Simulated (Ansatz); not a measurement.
Density of states of Cu3Pd (Pm-3m, a = 3.672 Å, b = 3.672 Å, c = 3.672 Å, α = 90.00°, β = 90.00°, γ = 90.00°), in states per eV and primitive cell, averaged over bins of 0.3 eV. Level of theory: DFT r2SCAN, scalar-relativistic, plane waves, PAW in Ansatz 0.2.0.

Settings: cutoff 500 eV, Γ-centred mesh 12×12×12 on the computed 4-atom cell, Gaussian smearing of 0.10 eV; no spin polarisation.

The cell is relaxed at this level. The states (both spins) are summed by tetrahedra on a 18×18×18 mesh at the self-consistent density. Energies are bin centres; the table starts no lower than −8 eV and ends at 6 eV, or lower where the solved bands end.

It is a metal at this level.

| E − E_F (eV) | total | Cu 3d | Pd 4d | Cu 4s |
| --- | --- | --- | --- | --- |
| -7.90 | 0.32 | 0.00 | 0.00 | 0.29 |
| -7.60 | 0.37 | 0.01 | 0.01 | 0.35 |
| -7.30 | 0.43 | 0.01 | 0.01 | 0.40 |
| -7.00 | 0.50 | 0.02 | 0.02 | 0.45 |
| -6.70 | 0.59 | 0.03 | 0.04 | 0.50 |
| -6.40 | 0.71 | 0.05 | 0.06 | 0.57 |
| -6.10 | 0.90 | 0.09 | 0.12 | 0.66 |
| -5.80 | 1.25 | 0.17 | 0.27 | 0.76 |
| -5.50 | 2.17 | 0.50 | 0.80 | 0.83 |
| -5.20 | 3.54 | 1.32 | 1.36 | 0.79 |
| -4.90 | 4.65 | 1.73 | 2.04 | 0.77 |
| -4.60 | 3.83 | 1.76 | 1.74 | 0.29 |
| -4.30 | 6.60 | 4.09 | 2.20 | 0.19 |
| -4.00 | 9.31 | 5.42 | 3.50 | 0.12 |
| -3.70 | 5.75 | 3.57 | 1.96 | 0.10 |
| -3.40 | 7.04 | 5.30 | 1.42 | 0.19 |
| -3.10 | 9.57 | 7.77 | 1.42 | 0.21 |
| -2.80 | 14.72 | 12.56 | 1.55 | 0.35 |
| -2.50 | 12.13 | 10.47 | 1.21 | 0.26 |
| -2.20 | 11.53 | 10.20 | 0.98 | 0.19 |
| -1.90 | 10.06 | 8.69 | 1.11 | 0.14 |
| -1.60 | 10.68 | 7.84 | 2.61 | 0.14 |
| -1.30 | 11.93 | 8.78 | 2.89 | 0.19 |
| -1.00 | 8.10 | 4.99 | 2.73 | 0.30 |
| -0.70 | 3.29 | 1.65 | 1.19 | 0.35 |
| -0.40 | 1.60 | 0.66 | 0.38 | 0.42 |
| -0.10 | 1.54 | 0.53 | 0.19 | 0.58 |
| 0.20 | 1.12 | 0.31 | 0.13 | 0.46 |
| 0.50 | 0.78 | 0.16 | 0.10 | 0.32 |
| 0.80 | 0.68 | 0.11 | 0.08 | 0.25 |
| 1.10 | 0.77 | 0.10 | 0.09 | 0.23 |
| 1.40 | 1.15 | 0.13 | 0.15 | 0.31 |
| 1.70 | 1.14 | 0.11 | 0.12 | 0.30 |
| 2.00 | 1.08 | 0.09 | 0.10 | 0.27 |
| 2.30 | 1.11 | 0.08 | 0.08 | 0.26 |
| 2.60 | 1.02 | 0.07 | 0.06 | 0.22 |
| 2.90 | 0.96 | 0.05 | 0.05 | 0.19 |
| 3.20 | 0.91 | 0.05 | 0.04 | 0.17 |
| 3.50 | 0.85 | 0.04 | 0.03 | 0.14 |
| 3.80 | 0.79 | 0.03 | 0.03 | 0.12 |
| 4.10 | 0.73 | 0.03 | 0.02 | 0.10 |
| 4.40 | 0.67 | 0.02 | 0.02 | 0.08 |
| 4.70 | 0.60 | 0.02 | 0.01 | 0.07 |
| 5.00 | 0.53 | 0.01 | 0.01 | 0.05 |
| 5.30 | 0.71 | 0.02 | 0.03 | 0.22 |
| 5.60 | 1.07 | 0.03 | 0.05 | 0.46 |

The columns after the total are the Löwdin projections on the occupied valence shells of the potentials. The rest of the total lies in shells that are empty in the free atom, which aren't projected, and between the atoms.

Cost: 1 run of about 1.6 core-minutes, on Arm Neoverse V1 (shared hosts).